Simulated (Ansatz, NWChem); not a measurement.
Worked example: the enthalpy of formation of C2H3FO (acetyl fluoride)

The species is C2H3FO (7 atoms), meant as a singlet with charge 0. As SMILES, `CC(=O)F`. The coordinates come from a PBE0-D4/def2-TZVP relaxation.

Total energies at B3LYP/6-31G* (Cartesian functions) (NWChem 7.3.0); the atoms run unrestricted:

```
species    state  energy (Eh)
 C2H3FO  singlet  -253.091714
      C  triplet   -37.846280
      O  triplet   -75.060621
      F  doublet   -99.715535
      H  doublet    -0.500273
```

Harmonic wavenumbers at PBE0-D4/def2-TZVP, in cm⁻¹: 127, 417, 577, 609, 862, 1009, 1066, 1219, 1396, 1458, 1466, 1940, 3075, 3146, 3195.

Measured heats of formation of the gaseous atoms at 298.15 K, in kJ/mol: C 716.9, O 249.2, F 79.4, H 218.0. Spin-orbit lowering of the atoms at 298 K (mean of the ground term's levels less their thermal mean, from spectra), in kJ/mol: C 0.02, O 0.40, F 1.29. Take 1 Eh = 2625.50 kJ/mol, 1 cm⁻¹ = 0.0119627 kJ/mol, RT = 2.479 kJ/mol.

Problem. What heat of formation follows?

Solution. 
1. Electronic atomisation energy: 2 × (-37.846280) + (-75.060621) + (-99.715535) + 3 × (-0.500273) − (-253.091714) = 1.122179 Eh = 2946.3 kJ/mol.
2. Zero-point energy: half the sum of the wavenumbers, 10781 cm⁻¹ = 129.0 kJ/mol.
3. Thermal vibrational enthalpy, Σ hcν̃/(exp(hcν̃/kT) − 1): 3.9 kJ/mol. Translation, rotation and pV of a non-linear molecule: 4 RT = 9.9 kJ/mol.
4. The 7 free atoms carry 5/2 RT each: 43.4 kJ/mol.
5. Spin-orbit coupling lowers the free atoms by 2 × 0.02 + 0.40 + 1.29 = 1.7 kJ/mol.
6. Atomisation enthalpy at 298 K: 2946.3 − 1.7 − 129.0 − 3.9 − 9.9 + 43.4 = 2845.2 kJ/mol.
7. Sum of the atoms' heats of formation: 2416.4 kJ/mol. Heat of formation: 2416.4 − 2845.2 = -428.8 kJ/mol.

The tabulated value is -442.1 kJ/mol (CRC Handbook of Chemistry and Physics), so this level is off by +13.3 kJ/mol, or 0.5 % of the atomisation enthalpy that the table implies (2858.4 kJ/mol). Anharmonicity and any spin-orbit splitting of the molecule are left out.
